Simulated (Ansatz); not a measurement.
## Ansatz (development build ahead of 0.2.0) run

```yaml
crystal:
  periodic: [false, false, false]
  atoms:
    - { symbol: C, position_ang: [0.0, 0.0, -0.78663] }
    - { symbol: C, position_ang: [0.0, 0.59648, 0.45809] }
    - { symbol: C, position_ang: [0.0, -0.59648, 0.45809] }
    - { symbol: H, position_ang: [0.84521, 0.0, -1.34672] }
    - { symbol: H, position_ang: [-0.84521, 0.0, -1.34672] }
    - { symbol: H, position_ang: [0.0, 1.46251, 0.95808] }
    - { symbol: H, position_ang: [0.0, -1.46251, 0.95808] }
basis:
  gaussian: { orbitals: def2-TZVP }
hamiltonian:
  xc: hf
```

The input is written out in the form of the current development build from the run's settings.

Results

```yaml
Converged: yes
Total_energy: -115.82766 hartree
Spin_squared_of_the_determinant: 0.000
```

Caution: no unrestricted run beside it, a lower state can exist.
